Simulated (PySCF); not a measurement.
**How far each method lies from full CI for CN, doublet**

Geometry: MP2(full)/6-31G*, from the G2/97 set.

```xyz
2

C     0.0000    0.0000    0.0000
N     0.0000    0.0000    1.1348
```

Basis 6-31G; PySCF 2.14.0. Correlated methods freeze the noble-gas cores, which leaves 9 electrons in 16 orbitals. Prefix R: restricted or restricted open-shell reference; prefix U: unrestricted.

Full CI is exact within this basis and frozen core; it isn't the basis-set limit. The frozen core follows each run's orbitals, which can shift R against U totals by a few meV.

Unrestricted rows (U) aren't spin-pure: their determinants' ⟨S²⟩ exceeds S(S+1) by up to 0.37, so they mix in states of higher spin.

```
UHF ⟨S²⟩                          : 1.124
T1 diagnostic (RCCSD)             : 0.0552
largest doubles amplitude (RCCSD) : 0.109
T1 diagnostic (UCCSD)             : 0.0846
```

| level | E − E(RHF) (eV) |
| --- | --- |
| UHF | -0.4804 |
| RMP2 | -5.4249 |
| UMP2 | -4.6882 |
| RCCSD | -5.6174 |
| UCCSD | -5.6319 |
| RCCSD(T) | -5.8130 |
| UCCSD(T) | -5.7901 |

Q: Estimate how far full CI in 6-31G lies from RCCSD(T). The table doesn't fix it; the size of (T) and the diagnostics are the guide.

A: Full CI in 6-31G lies 65 meV below RCCSD(T), which is 33 % of the (T) step (-196 meV). T1 is raised, and the rest is a large part of (T). The miss exceeds 1 kcal/mol.

The other levels:

```
 level  E − E(full CI) (meV)  share of correlation (%)  wall time
RCCSDT                    40                     99.32        9 s
UCCSDT                    43                     99.27      7.4 s
```

The correlation energy at full CI, counted from RHF, is -5.878 eV. That run took 2.3 min on 1 thread of Intel Xeon, shared host over 1,989,600 determinants.

Times are those of the correlated step on a shared host, with one SCF added for the restricted CCSD run; they ran on 1 thread of Intel Xeon.

The full-CI state has the irrep A1 of C2v, in the program's axes (one component, if the state is degenerate).

Natural occupations of full CI about the gap: 1.984 1.939 1.911 1.911 1.023 0.088 0.088 0.017 0.012 0.007; effectively unpaired electrons, Σ n²(2−n)², 1.13.

Atomization energy (electronic, same basis, no zero-point term; atoms at the same level, unrestricted beside the R rows where the molecule is a closed shell; the atoms' step beyond CCSDT comes from their full CI) at full CI: 582.6 kJ/mol. Errors of other levels:

```tsv
level	error (kJ/mol)
RHF	-369.3
UHF	-333.2
RMP2	15.3
UMP2	-58.9
RCCSD	-23.3
UCCSD	-22.2
RCCSD(T)	-5.7
UCCSD(T)	-8.2
RCCSDT	-3.9
UCCSDT	-4.4
```

This basis is far from its limit, so the value isn't to be set against a measured one.
